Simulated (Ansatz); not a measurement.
C2H4N2 can be A, `N=C=CN`, or B, `NC1=CN1`.

Calculated with Ansatz (gas phase, PBE0-D4/def2-TZVP geometries, no zero-point term in ΔE). CCSD(T)/CBS is the MP2 limit (def2-TZVPP, def2-QZVPP) plus CCSD(T) − MP2 in def2-TZVPP, frozen cores. DFT in def2-TZVPP. B3LYP here is the variant with VWN-RPA as its local correlation; programs differ in this. Each species was taken in one conformer, which may not be the lowest.

(1) Which is lower in electronic energy at CCSD(T)/CBS, and by how much? (Estimate.)

(2) Give E(B) − E(A) in kJ/mol with B3LYP, BLYP-D4, MP2/def2-TZVPP, B2PLYP, LDA (SPW92), CCSD(T)/def2-TZVPP, PBE-D4. (Estimate.)

(3) Does the order hold for the free energy at 298.15 K (harmonic terms from PBE0-D4)? (Estimate.)

Largest T1 diagnostic: 0.015.

## Answers

(1) Ansatz gave: A, by 163.5 kJ/mol.

(2) Computed: B3LYP 174.9, BLYP-D4 175.7, MP2/def2-TZVPP 159.1, B2PLYP 171.0, LDA (SPW92) 146.1, CCSD(T)/def2-TZVPP 167.8, PBE-D4 158.0. None reverses the order clearly.

(3) The calculation gave: Yes: G(B) − G(A) = +161.8 kJ/mol, for one conformer each.

In def2-TZVPP, CCSD(T) changes the Hartree–Fock value by −21.1 kJ/mol (the triples alone add −3.0 kJ/mol) and MP2 by −29.7 kJ/mol. Leaving LDA and LC-ωPBE aside and taking each functional with its dispersion term where it has one, the values, not all of them listed here, spread over 18.4 kJ/mol, from PBE0-D4 to BHLYP-D4. LDA lies −12.5 kJ/mol from PBE without D4.
